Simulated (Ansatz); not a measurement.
C3H6, SMILES `C1CC1` (charge 0, multiplicity 1).

Method: frozen-core CCSD(T)/cc-pVQZ // PBE0-D3(BJ)/def2-TZVP (Ansatz, a quantum-chemistry and plane-wave program).

Ansatz 0.2 input:
```yaml
crystal:
  periodic: [false, false, false]
  atoms:
    - { symbol: C, position_ang: [0.854315, 0.03754, 0.125292] }
    - { symbol: C, position_ang: [-0.479439, 0.715276, 0.073952] }
    - { symbol: C, position_ang: [-0.374864, -0.752814, -0.199242] }
    - { symbol: H, position_ang: [1.312782, -0.110264, 1.095055] }
    - { symbol: H, position_ang: [1.557022, 0.236365, -0.674174] }
    - { symbol: H, position_ang: [-0.927397, 1.02807, 1.008817] }
    - { symbol: H, position_ang: [-0.683159, 1.374696, -0.760399] }
    - { symbol: H, position_ang: [-0.507512, -1.091121, -1.219257] }
    - { symbol: H, position_ang: [-0.75175, -1.437749, 0.549958] }
basis:
  gaussian: { orbitals: cc-pVQZ }
correlation:
  method: ccsd_t
```

Output:

```
Functional definition: HF
1995 factors; integrals over basis functions are off by at most 7.1e-4 eV
mean field evaluation 1: about -3184.0650 eV, gradient 3.2e1 eV
mean field evaluation 2: about -3184.0652 eV, gradient 3.2e1 eV
mean field evaluation 4: about -3186.6596 eV, gradient 3.1e0 eV
mean field evaluation 8: about -3186.6895 eV, gradient 3.0e-4 eV
mean field evaluation 16: about -3186.6890 eV, gradient 2.9e-1 eV
mean field -3186.68948008 eV, -117.1086783772 hartree, gradient 7.0e-7 eV, S^2 0.000000; 0 other end points of the search recorded, 0 dependent functions left out
3 core orbitals not correlated
reference -3186.68948008 eV, -117.1086783772 hartree; 9, 9 occupied and 333, 333 virtual orbitals, 1995 factors
second order -14.91174303 eV of doubles, -0.00000000 eV of singles
cycle   1  -15.17280565 eV  change   -2.6e-1 eV  update   6.8e-2
cycle   2  -15.52497952 eV  change   -3.5e-1 eV  update   1.9e-2
cycle   3  -15.57014914 eV  change   -4.5e-2 eV  update   6.7e-3
cycle   4  -15.56915427 eV  change    9.9e-4 eV  update   1.4e-3
cycle   5  -15.56998282 eV  change   -8.3e-4 eV  update   3.8e-4
cycle   6  -15.57008075 eV  change   -9.8e-5 eV  update   9.7e-5
cycle   7  -15.57005149 eV  change    2.9e-5 eV  update   2.6e-5
cycle   8  -15.57005981 eV  change   -8.3e-6 eV  update   7.5e-6
perturbative correction -0.65050069 eV, -0.0239054594 hartree
Total energy: -3202.91004058 eV, -117.7047729809 hartree
```
